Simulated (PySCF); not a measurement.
AlH₄ (charge -1).
Structure used (PBE0-D3(BJ)/def2-SVP), in Å, numbered top down from 1:
```
atom  x, y, z in Å
Al1   -0.0063   -0.0017   -0.0007
H2     0.6147    1.1915   -0.9576
H3    -1.0974    0.6494    1.0532
H4     1.2155   -0.7196    0.8458
H5    -0.7582   -1.1285   -0.9440
```

Computed with PBE0-D3(BJ)/def2-SVP geometry optimisation, gas phase (PySCF).

Take the most abundant isotopes and a rigid rotor. 

Problem. Give the principal moments of inertia and the rotational constants in cm⁻¹.

Solution. Ia = 7.32, Ib = 7.32, Ic = 7.32 u·Å²; 505379 MHz·u·Å²/I gives 69025, 69003 and 69000 MHz, that is A = 2.30242, B = 2.30168, C = 2.30160 cm⁻¹.

Problem. Classify the top.

Solution. A spherical top, as the point group Td requires three equal moments; the computed ones differ by 0.04 % because the geometry is symmetric only within the optimiser's tolerance.

The point group Td allows no dipole (computed: 0.00 D (about the centre of mass, as the species is charged)), so a rigid rotor has no electric-dipole lines.

Problem. Estimate the classical rotational partition function at 100 K and 200 K.

Solution. Point group Td, symmetry number σ = 12; q = (√π/σ)·√((kT/h)³/(ABC)), k/h = 20836.6 MHz/K: 24.5 at 100 K, 69.3 at 200 K.

No PBE0-D3(BJ)/def2-SVP frequencies stand behind this structure, so it isn't proved a minimum. These are rigid-rotor constants of the computed structure; measured ground-state constants (B0) also hold zero-point vibration.
